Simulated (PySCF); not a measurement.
# Deuteron quadrupole couplings in `C=CC=C1CC1`

Species: C6H8.
Geometry (GFN2-xTB, Å), atoms numbered from 1 in this order:
```
atom  x, y, z in Å
C1     2.8289   -0.1499    0.4047
C2     1.5804   -0.3615    0.0045
C3     0.4554    0.4427    0.4350
C4    -0.7820    0.2267    0.0321
C5    -1.7064   -0.5714   -0.7740
C6    -2.1969    0.5949    0.0642
H7     3.0725    0.6497    1.0851
H8     3.6485   -0.7620    0.0708
H9     1.3502   -1.1682   -0.6790
H10    0.6687    1.2538    1.1207
H11   -1.6899   -0.4599   -1.8497
H12   -1.9475   -1.5745   -0.4495
H13   -2.5123    1.4964   -0.4434
H14   -2.7701    0.3827    0.9564
```

Level: B3LYP/pcJ-1 (PySCF, non-relativistic); Q(2H) = 0.00286 b; rigid geometry, the same for H and D, with no vibrational averaging.

Q: Tabulate Vzz, the asymmetry η and χzz = 234.96 MHz × Q × Vzz for every hydrogen position.

A: 
| atom | bonded to | bond length (Å) | Vzz (au) | η | χzz (kHz) |
| --- | --- | --- | --- | --- | --- |
| H7 | C1 | 1.078 | 0.3247 | 0.07 | 218 |
| H8 | C1 | 1.076 | 0.3284 | 0.06 | 221 |
| H9 | C2 | 1.082 | 0.3124 | 0.06 | 210 |
| H10 | C3 | 1.083 | 0.3115 | 0.08 | 209 |
| H11 | C5 | 1.082 | 0.3164 | 0.07 | 213 |
| H12 | C5 | 1.082 | 0.3164 | 0.07 | 213 |
| H13 | C6 | 1.082 | 0.3165 | 0.07 | 213 |
| H14 | C6 | 1.082 | 0.3164 | 0.07 | 213 |

Q: Give the 2H NMR doublet splittings at H7 for a magnetic field along the z, y and x axes of the gradient: 3χ/2, 3χ(1 + η)/4, 3χ(1 − η)/4.

A: With |χ| = 218.2 kHz and η = 0.070: 327, 175 and 152 kHz, to first order and without motion.

The structure is a single GFN2-xTB conformer in the gas phase; no vibrational or solvent corrections. GFN2-xTB bond lengths can be off by several hundredths of an ångström, more for odd bonds, and the gradients follow them. The basis is small and wasn't made for field gradients, so the couplings can be 20 % off.
